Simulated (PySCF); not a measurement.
# Electric field gradients and quadrupole coupling constants

Nitrosyl fluoride, FNO.
Bonds: O1–N2 (double), N2–F3.

Field gradients from the PBE0/pcSseg-2 density (PySCF, non-relativistic), principal values in atomic units, ordered |Vxx| ≤ |Vyy| ≤ |Vzz|:

| atom | Vxx | Vyy | Vzz |
| --- | --- | --- | --- |
| O1 | 0.4429 | 1.4381 | -1.8810 |
| N2 | 0.6666 | 0.7794 | -1.4460 |

**Question.** Find the asymmetry η = (Vxx − Vyy)/Vzz and the couplings χ = eQV/h (234.96 MHz × Q in barn × V in au), with Q(17O) = −0.0256 b, Q(14N) = 0.02044 b.

**Answer.** 
```json
{"atom": "O1", "environment": "oxygen bonded to N", "nucleus": "17O", "η": "0.53", "χzz (MHz)": "11.31", "χxx (MHz)": "-2.66", "χyy (MHz)": "-8.65"}
{"atom": "N2", "environment": "nitrogen bonded to F and O", "nucleus": "14N", "η": "0.08", "χzz (MHz)": "-6.94", "χxx (MHz)": "3.20", "χyy (MHz)": "3.74"}
```

**Question.** What is Vzz at N2 in SI units (1 au = 9.71736 × 10²¹ V/m²)?

**Answer.** -1.4460 au = -14.051 × 10²¹ V/m².

Isolated species at its PBE0-D3(BJ)/def2-TZVP geometry, gas phase.
